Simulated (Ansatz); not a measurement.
Input file:

```yaml
crystal:
  periodic: [false, false, false]
  atoms:
    - {symbol: Al, position_ang: [0.000000, 0.000000, 0.000000]}
    - {symbol: P, position_ang: [0.000000, 0.000000, 2.459800]}
basis:
  gaussian: {orbitals: cc-pVDZ}
total_charge: 1
magnetization: {spin_polarized: false, initial_magnetization: 1}
correlation: {active_space: {window: {electrons: 3, orbitals: 3}, states: [{multiplicity: 3, weights: [1, 1, 1, 1, 1, 1, 1, 1, 1, 1, 1, 1, 1, 1, 1, 1, 1, 1, 1, 1, 1, 1, 1, 1, 1, 1, 1, 1, 1, 1]}]}}
accuracy: high
```

```sh
$ ansatz run in.yaml --threads 1 --pin off --events-out ev --progress --plain --max-ram 2393MiB
```

**Question.** One thing in this input was set wrong on purpose, beside settings that are merely unusual. What is the gravest fault, and what does the program do?

**Answer.** Impossible set of states or weights. How the run ends: stopped by an error.
```
682 factors; integrals over basis functions are off by at most 3.3e-9 eV
mean field evaluation 1: about -15842.0910 eV, gradient 2.0e1 eV
mean field evaluation 2: about -15842.1720 eV, gradient 2.0e1 eV
mean field evaluation 4: about -15844.6549 eV, gradient 5.5e0 eV
mean field evaluation 8: about -15844.9703 eV, gradient 2.7e-1 eV
mean field evaluation 16: about -15844.9746 eV, gradient 1.9e-8 eV
mean field evaluation 32: about -15844.7847 eV, gradient 8.1e-7 eV
mean field evaluation 64: about -15844.9746 eV, gradient 1.8e-8 eV
mean field evaluation 96: about -15844.9914 eV, gradient 9.6e-1 eV
mean field evaluation 128: about -15844.8899 eV, gradient 6.9e-1 eV
mean field evaluation 160: about -15845.0580 eV, gradient 3.7e-1 eV
mean field evaluation 192: about -15844.8524 eV, gradient 8.5e-1 eV
mean field evaluation 224: about -15844.9462 eV, gradient 3.3e-5 eV
mean field evaluation 256: about -15844.7847 eV, gradient 2.1e-7 eV
mean field -15845.06232351 eV, -582.2953002200 hartree, gradient 1.3e-8 eV, S^2 0.750000; 16 other end points of the search recorded, 0 dependent functions left out
reference -15845.06232351 eV, -582.2953002200 hartree; 14, 13 occupied and 22, 23 virtual orbitals, 682 factors
Error: 3 electrons in 3 orbitals have no state of multiplicity 3
```
